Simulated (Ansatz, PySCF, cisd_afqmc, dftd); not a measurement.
Species: Si$_{2}$H$_{5}$, charge 0, doublet. Si2H5 (SMILES [SiH2][SiH3], doublet).
B3LYP-D3(BJ)/def2-TZVP minimum from Ansatz (a program for electronic structure):
```xyz
7

Si     0.0124     0.0207     1.2119
Si    -0.0099     0.0487    -1.1206
H     -1.2086    -0.5655     1.8221
H      1.2176    -0.6195     1.7989
H     -0.0369    -1.3162    -1.7072
H     -1.2105     0.7840    -1.5839
H      1.2034     0.7464    -1.6084
```
Charge 0, spin multiplicity 2.

Wanted: enthalpy of formation at 298 K (by atomisation, with ideal-gas terms from PySCF's Hessian at B3LYP-D3(BJ)/def2-TZVP and the atoms' measured values of the G2/97 table; no spin-orbit terms), in kcal/mol. Radicals and triplets start from unrestricted determinants; spin-orbit coupling is neglected. Correlated methods leave the cores frozen. Rows without X2C or -DK are non-relativistic. AFQMC is phaseless with a CISD trial state; ± is one standard error, without the phaseless bias. Outlying blocks are dropped, and bars are widened where a walk drifts. Over all cases where full CI ran beside it in this data, AFQMC minus full CI had a median of +0.1 mEh and passed +0.4 mEh in a tenth of the cases. CBS(X,Y): correlation extrapolated as X^-3, Hartree-Fock from the larger set (Q,5: extrapolated as (X+1)exp(-9√X)). A bracket is a step between two methods taken in the basis named. Functionals run without relativity, which enters their misses. 'core' is core correlation in cc-pwCVTZ (1s frozen past Ne), 'X2C' scalar relativity in cc-pVTZ-DK, both at CCSD(T). Where a partner has so few electrons that a lower coupled-cluster level is exact, that level stands in.

```tsv
level	program	enthalpy of formation at 298 K (kcal/mol)	difference against the last row
HF/CBS(cc-pV(Q+d)Z,cc-pV(5+d)Z)	Ansatz	148.2	96.1
PBE/def2-TZVPD	Ansatz	60.8	8.7
B3LYP-D3(BJ)/def2-TZVPD	Ansatz + dftd3	49.0	-3.1
PBE0-D3(BJ)/def2-TZVPD	Ansatz + dftd3	56.4	4.3
PBE0/def2-TZVPD	Ansatz	59.0	6.9
r2SCANh-D4/def2-TZVPD	Ansatz + dftd4	49.5	-2.6
CAM-B3LYP-D3(BJ)/def2-TZVPD	Ansatz + dftd3	49.2	-2.9
MP2/CBS(aug-cc-pV(T+d)Z,aug-cc-pV(Q+d)Z)	Ansatz	58.8	6.7
CCSD(T)/cc-pV(T+d)Z	Ansatz	62.0	9.9
CCSD(T)/aug-cc-pV(Q+d)Z	Ansatz	53.5	1.4
CCSD(T)/CBS(cc-pV(T+d)Z,cc-pV(Q+d)Z)	Ansatz	49.8	-2.3
CCSDT(Q)/cc-pV(D+d)Z	Ansatz	83.4	31.3
AFQMC/CISD/cc-pV(D+d)Z	cisd_afqmc	83.8 ± 0.3	31.7
CCSD(T)/CBS(cc-pV(Q+d)Z,cc-pV(5+d)Z) + [CCSDT(Q) - CCSD(T)]/cc-pV(D+d)Z + core + X2C	Ansatz	52.1	0.0
```
